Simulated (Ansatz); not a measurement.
C2H5Mg, SMILES `[CH2][Mg][CH3]` radical. Charge 0, multiplicity 2. The geometry is a stationary point of PBE0-D4/def2-TZVP.

```xyz
8

C    -0.821    0.234   -2.157
Mg   -0.095    0.026   -0.247
C     0.643   -0.184    1.690
H    -1.368    1.101   -2.537
H    -0.724   -0.504   -2.957
H     1.515   -0.846    1.725
H    -0.105   -0.605    2.369
H     0.955    0.777    2.114
```

(1) What is the dipole moment at ωB97M-V/def2-TZVPP? (Estimate.)

(2) Give the Mulliken charges with ωB97M-V, B3LYP, PBE in def2-TZVPP. (An estimate is asked.)

Answers

(1) The calculation gave: 0.05 D, zero by symmetry or nearly so.

(2) Ansatz gave: 
```csv
atom,ωB97M-V,B3LYP,PBE
C1,-0.60,-0.54,-0.49
Mg2,0.74,0.72,0.65
C3,-0.74,-0.67,-0.65
H4,0.11,0.09,0.08
H5,0.11,0.09,0.08
H6,0.12,0.10,0.11
H7,0.12,0.10,0.11
H8,0.12,0.10,0.11
```

B3LYP here is the variant with VWN-RPA as its local correlation; programs differ in this.
